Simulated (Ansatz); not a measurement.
**C2H3FS2: basis-set convergence**

Aim: see how fast density functionals converge with the basis set for C2H3FS2.

Computed with Ansatz 0.2.0, Gaussian basis. Level: one geometry, several basis sets.

Levels to be run: PBE0-D4/def2-SVP; ωB97M-V/def2-SVP; PBE0-D4/def2-QZVPP; ωB97M-V/def2-QZVPP; the functionals' def2-TZVPP values are taken from earlier runs.

### Step 1. Structure used throughout

The geometry comes from an earlier relaxation with PBE0-D4 in a triple-zeta def2 set; it is a stationary point, not always the lowest conformer.

SMILES `FC1SCS1`, 8 atoms, charge 0, spin multiplicity 1.

Atoms are counted from 1 here; the program's logs count them from 0.

Bond lengths: F1–C2 1.369 Å, C2–S3 1.806 Å, C2–S5 1.806 Å, C2–H6 1.090 Å, S3–C4 1.814 Å, C4–S5 1.814 Å, C4–H7 1.088 Å, C4–H8 1.089 Å. Angles: F1–C2–S3 113.5°, F1–C2–S5 113.5°, F1–C2–H6 106.7°, S3–C2–S5 94.9°, S3–C2–H6 114.1°, S5–C2–H6 114.1°, C2–S3–C4 85.0°, S3–C4–S5 94.4°, S3–C4–H7 112.1°, S3–C4–H8 113.3°, S5–C4–H7 112.1°, S5–C4–H8 113.3°, H7–C4–H8 110.7°, C2–S5–C4 85.0°.

Coordinates:

| atom | x (Å) | y (Å) | z (Å) |
| --- | --- | --- | --- |
| F1 | -1.9276 | 0.2506 | 1.0536 |
| C2 | -0.7163 | 0.7110 | 0.6135 |
| S3 | 0.6735 | -0.3308 | 1.1084 |
| C4 | 0.8118 | -0.7130 | -0.6591 |
| S5 | -0.4589 | 0.4806 | -1.1593 |
| H6 | -0.6365 | 1.7465 | 0.9441 |
| H7 | 1.7920 | -0.4581 | -1.0574 |
| H8 | 0.5542 | -1.7440 | -0.8994 |

### Step 2. PBE0-D4 in def2-SVP

in.yaml

```yaml
crystal:
  periodic: [false, false, false]
  atoms:
    - {symbol: F, position_ang: [-1.927623, 0.250627, 1.053635]}
    - {symbol: C, position_ang: [-0.716323, 0.710998, 0.613459]}
    - {symbol: S, position_ang: [0.673476, -0.330801, 1.108417]}
    - {symbol: C, position_ang: [0.811758, -0.713024, -0.659127]}
    - {symbol: S, position_ang: [-0.458942, 0.480551, -1.159256]}
    - {symbol: H, position_ang: [-0.636481, 1.746534, 0.944092]}
    - {symbol: H, position_ang: [1.792030, -0.458111, -1.057444]}
    - {symbol: H, position_ang: [0.554203, -1.743972, -0.899374]}
basis:
  gaussian: {orbitals: def2-SVP}
hamiltonian: {xc: pbe0, dispersion: d4}
output: {orbitals: {seedname: orbitals}}
```

Command:

```console
$ ansatz run in.yaml --threads 2 --pin off --events-out ev --progress --plain --max-ram 4352MiB
```

The runs that follow: ωB97M-V in def2-SVP; PBE0-D4 in def2-QZVPP; ωB97M-V in def2-QZVPP.

Before running them: what should the planned runs give, taken together? Wanted: PBE0-D4: double and triple zeta above quadruple; ωB97M-V: double and triple zeta above quadruple.

**Answer**, as computed:

| quantity | value |
| --- | --- |
| PBE0-D4: double and triple zeta above quadruple | 14.38, 0.91 eV |
| ωB97M-V: double and triple zeta above quadruple | 14.43, 0.87 eV |

What this shows: For PBE0-D4 the step from double to triple zeta gains 13.47 eV and the next only 0.91 eV. Total energies overstate the basis error of differences, where much of it tends to cancel. The LUMO of ωB97M-V is positive and keeps falling with the basis (1.33 to 0.50 eV): an unbound level that the basis holds in place.
